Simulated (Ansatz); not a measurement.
Relaxation of CH5SSi (8 atoms, charge 0, multiplicity 2), to a largest force component of 0.015 eV/Å in at most 40 steps.

All numbers below come from Ansatz 0.2.0, UKS PBE/6-31G*.

```xyz
8
Properties=species:S:1:pos:R:3:forces:R:3
Si -0.617 0.578 -1.000 1.16 -0.48 -0.21
C 0.650 0.154 0.356 -0.40 -0.33 -0.01
S 0.949 -1.646 0.485 0.81 -0.24 -0.13
H -1.846 -0.181 -0.808 -0.77 -0.30 0.17
H -0.780 2.019 -1.122 -0.32 0.91 -0.05
H 0.342 0.505 1.342 -0.10 0.36 0.32
H 1.631 0.578 0.146 0.35 0.30 -0.16
H -0.328 -2.007 0.603 -0.73 -0.23 0.08
```

**Question.** Where does it end, and by what steps?

**Answer.** It converged. The force dipped under the threshold on the way, but the program's further checks kept it going. After 7 steps the energy has fallen by 0.093 eV; H5 moved furthest, 0.12 Å.

| step | energy less start (eV) | largest force component (eV/Å) | accepted |
| --- | --- | --- | --- |
| 0 | 0.0000 | 1.163 | yes |
| 1 | -0.0837 | 0.311 | yes |
| 2 | -0.0915 | 0.060 | yes |
| 3 | -0.0921 | 0.013 | yes |
| 4 | -0.0923 | 0.007 | yes |
| 5 | -0.0927 | 0.022 | yes |
| 6 | -0.0873 | 0.373 | no |
| 7 | -0.0928 | 0.002 | yes |

```xyz
8
Properties=species:S:1:pos:R:3
Si -0.560 0.583 -1.040
C 0.666 0.136 0.354
S 0.947 -1.678 0.513
H -1.837 -0.195 -0.861
H -0.867 2.060 -1.045
H 0.352 0.567 1.322
H 1.658 0.559 0.123
H -0.361 -2.032 0.636
```

Time of the run: 26 s on 1 thread of Intel(R) Xeon(R) Platinum 8259CL CPU @ 2.50GHz (Skylake/Cascade Lake), with other jobs on the host, peak memory 0.17 GiB.
